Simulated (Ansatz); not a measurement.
Reaction (SMILES): P (PH3) → [PH2-] + H+
B3LYP-D3(BJ)/def2-TZVP geometries, fixed; electronic energies without zero-point terms.

Basis-set convergence of the deprotonation energy at r2SCAN with Ansatz (an electronic-structure program). Cartesian d functions, on some or all atoms, in 6-31G*, 6-31+G*, 6-31G**, 6-311+G**; all else is spherical. The program fits the integrals of some runs and decomposes those of others, by size. No added dispersion term, no relativity. Functions are those of the species that has most. Reference: the value in aug-pcseg-3, 372.41 kcal/mol, itself unsure by roughly 1.43 kcal/mol (its mean distance from aug-cc-pV(Q+d)Z, def2-QZVPPD). Deviations are taken from unrounded values.

```
basis            functions  deprotonation energy (kcal/mol)  minus reference (kcal/mol)
---------------  ---------  -------------------------------  --------------------------
def2-SV(P)              24                           386.37                       13.97
6-31G*                  25                           381.40                        8.99
6-31+G*                 29                           371.20                       -1.21
pcseg-1                 33                           376.17                        3.77
6-31G**                 34                           382.06                        9.65
def2-SVPD               48                           381.51                        9.11
6-311+G**               49                           371.95                       -0.45
aug-pcseg-1             54                           370.77                       -1.64
def2-TZVP               55                           378.66                        6.26
aug-cc-pV(D+d)Z         59                           371.12                       -1.29
6-311++G(2d,2p)         65                           372.42                        0.02
def2-TZVPD              70                           376.75                        4.35
pcseg-2                 76                           376.72                        4.32
cc-pV(T+d)Z             81                           379.95                        7.55
jun-cc-pV(T+d)Z         90                           372.28                       -0.13
cc-pV(Q+d)Z            154                           376.29                        3.89
aug-cc-pV(Q+d)Z        227                           372.54                        0.13
pcseg-4                288                           373.32                        0.91
```
